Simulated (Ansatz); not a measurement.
# BSiN+ (doublet): from Hartree-Fock to the top rungs, def2-TZVPP

One table from this session's results is given with a row withheld; the runs are named, their logs left out.

Computed with Ansatz 0.2.0, Gaussian basis. Level: def2-TZVPP, core rule «outside noble gas», up to 7 orbitals frozen.

The runs, in order: UHF; ROHF; CCSD(T) on UHF.

2 further runs of the same task are left out: 2 set aside as unsound or not needed.

## What is computed

The geometry is a PBE0/def2-TZVP stationary point (not a proven minimum) of the parent state, kept for this charge and spin.

3 atoms, charge 1, spin multiplicity 2.

Atoms are counted from 1 here; the program's logs count them from 0.

Bond lengths: B1–Si2 2.078 Å, B1–N3 1.314 Å, Si2–N3 1.664 Å. Angles: Si2–B1–N3 53.1°, B1–Si2–N3 39.2°, B1–N3–Si2 87.7°.

Set-up of the first run:

in.yaml reads:

```yaml
crystal:
  periodic: [false, false, false]
  atoms:
    - {symbol: B, position_ang: [0.000000, 0.623020, 1.187620]}
    - {symbol: Si, position_ang: [0.000000, 0.060547, -0.812768]}
    - {symbol: N, position_ang: [0.000000, -0.602279, 0.713061]}
basis:
  gaussian: {orbitals: def2-TZVPP}
total_charge: 1
magnetization: {spin_polarized: true, initial_magnetization: 1}
hamiltonian: {xc: hf}
output: {orbitals: {seedname: orbitals}}
```

Started as:

```sh
ansatz run in.yaml --threads 1 --pin off --events-out ev --progress --plain --max-ram 2560MiB --backend cpu
```

Among the steps run: UHF; ROHF; CCSD(T) on UHF.

One of the session's tables, all rows but one given; the rest of the session is left out.

It belongs to the step «Misses and costs». 

| method | from UCCSD(T) (meV) |
| --- | --- |
| ROHF | +10033.4 |
| UHF | +9937.2 |
| UMP2 | ? |
| UCCSD | +565.9 |
| UCCSD(T) | 0 |

**Question.** Estimate the row for UMP2.

**Answer.** from UCCSD(T) (meV): +983.9. In the column «from UCCSD(T) (meV)» it lies between UCCSD (+565.9) and UHF (+9937.2).
